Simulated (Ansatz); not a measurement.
Input file:

```yaml
crystal:
  periodic: [false, false, false]
  atoms:
    - {symbol: O, position_ang: [0.000000, 0.000000, 0.000000]}
    - {symbol: O, position_ang: [0.000000, 0.000000, 1.192971]}
basis:
  gaussian: {orbitals: 6-31G}
total_charge: 1
magnetization: {spin_polarized: false, initial_magnetization: 1}
correlation: {method: ccsdt_q, electrons: outside_noble_gas}
```

```sh
$ ansatz run in.yaml --threads 1 --pin off --events-out ev --progress --plain --max-ram 2393MiB
```

Output:

```
272 factors; integrals over basis functions are off by at most 3.9e-8 eV
mean field evaluation 1: about -4054.9934 eV, gradient 8.0e0 eV
mean field evaluation 2: about -4055.0261 eV, gradient 8.0e0 eV
mean field evaluation 4: about -4055.1957 eV, gradient 2.8e-1 eV
mean field evaluation 8: about -4055.1947 eV, gradient 1.7e-3 eV
mean field evaluation 16: about -4055.2514 eV, gradient 2.1e-2 eV
mean field evaluation 32: about -4055.1947 eV, gradient 6.2e-7 eV
mean field evaluation 64: about -4055.1597 eV, gradient 4.2e0 eV
mean field evaluation 96: about -4048.6391 eV, gradient 1.1e0 eV
mean field -4055.25136056 eV, -149.0277387525 hartree, gradient 4.2e-6 eV, S^2 0.750000; 5 other end points of the search recorded, 0 dependent functions left out
mean field evaluation 128: about -4055.3517 eV, gradient 2.0e0 eV
mean field evaluation 160: about -4056.4081 eV, gradient 3.0e-1 eV
mean field evaluation 192: about -4055.3870 eV, gradient 1.9e-1 eV
mean field evaluation 224: about -4056.4082 eV, gradient 2.9e-1 eV
mean field evaluation 256: about -4056.4104 eV, gradient 1.3e-3 eV
determinant -4055.25136056 eV, -149.0277387525 hartree, with singles and doubles -4063.32646350 eV, -149.3244933120 hartree
determinant -4055.19465019 eV, -149.0256546850 hartree, with singles and doubles -4063.30145210 eV, -149.3235741599 hartree
determinant -4055.25136056 eV, -149.0277387525 hartree, with singles and doubles -4063.32785174 eV, -149.3245443289 hartree
determinant -4055.19465019 eV, -149.0256546850 hartree, with singles and doubles -4063.30099576 eV, -149.3235573899 hartree
mean field evaluation 288: about -4055.1947 eV, gradient 9.9e-7 eV
determinant -4055.10960940 eV, -149.0225294934 hartree, with singles and doubles -4063.30457146 eV, -149.3236887942 hartree
determinant -4055.10960940 eV, -149.0225294934 hartree, with singles and doubles -4063.30125220 eV, -149.3235668138 hartree
unrestricted determinant -4056.41037428 eV, -149.0703317210 hartree, S^2 1.3821
2 core orbitals not correlated: weight in the atoms' cores, before any rotation towards them, 1.000 or more for the frozen orbitals, at most 0.000 for the correlated occupied ones
reference -4055.19465019 eV, -149.0256546850 hartree; 6, 5 occupied and 10, 11 virtual orbitals, 272 factors
second order -9.26007844 eV of doubles, -0.11970277 eV of singles
cycle   1  -7.24035381 eV  change     2.1e0 eV  update   1.5e-1
cycle   2  -8.17652843 eV  change   -9.4e-1 eV  update   7.8e-2
cycle   3  -8.38595254 eV  change   -2.1e-1 eV  update   1.9e-2
cycle   4  -8.40835745 eV  change   -2.2e-2 eV  update   6.9e-3
cycle   5  -8.40995280 eV  change   -1.6e-3 eV  update   3.4e-3
cycle   6  -8.40843354 eV  change    1.5e-3 eV  update   1.1e-3
cycle   7  -8.40882870 eV  change   -4.0e-4 eV  update   4.3e-4
cycle   8  -8.40921174 eV  change   -3.8e-4 eV  update   1.7e-4
cycle   9  -8.40907500 eV  change    1.4e-4 eV  update   7.8e-5
cycle  10  -8.40901896 eV  change    5.6e-5 eV  update   3.5e-5
cycle  11  -8.40909427 eV  change   -7.5e-5 eV  update   1.5e-5
cycle  12  -8.40906689 eV  change    2.7e-5 eV  update   4.5e-6
cycle  13  -8.40907894 eV  change   -1.2e-5 eV  update   2.2e-6
cycle  14  -8.40907571 eV  change    3.2e-6 eV  update   7.5e-7
cycle  15  -8.40907528 eV  change    4.3e-7 eV  update   2.6e-7
perturbative correction -0.15430790 eV, -0.0056707107 hartree
Total energy: -4063.75803337 eV, -149.3403532122 hartree
```

For the same geometry and basis full CI lies 10.6 meV higher.

Ran on 1 thread of Arm Neoverse V1, shared host: 4.9 s wall, 0.14 GiB peak host memory.
